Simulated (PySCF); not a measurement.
## How the method moves the bond dissociation enthalpies of hydrogen chloride

Structure: `Cl` (HCl). Non-hydrogen atoms are numbered in `[ClH:1]`.

All levels share the PBE0-D3(BJ)/def2-SVP structures and the PBE0-D3(BJ)/def2-SVP thermal terms; only the single-point energies (PySCF) change. Values are bond dissociation enthalpies (298 K, kJ/mol).

| level | Cl1–H | abs. error | time |
| --- | --- | --- | --- |
| HF/aug-cc-pVTZ | 305 | 126.5 | 0.24 s |
| CCSD(T)/aug-cc-pVTZ | 425 | 6.9 | 2 s |
| M06-2X/def2-TZVP | 425 | 6.5 | – |
| MP2/aug-cc-pVTZ | 427 | 4.9 | 0.55 s |
| ATcT 1.112 | 431 |  |  |

Times are wall times for all single points of a level on 1 thread of AMD EPYC 9R45 96-Core, a shared host; the dash marks the run that also made the structures.

Hartree-Fock leaves out electron correlation, so its bond energies come out too low, often by 100 kJ/mol or more.

The spread: 122 kJ/mol, from 305 to 427.

Known limits: spin-orbit coupling is left out of the energies, which matters for open shells on the heavier atoms.
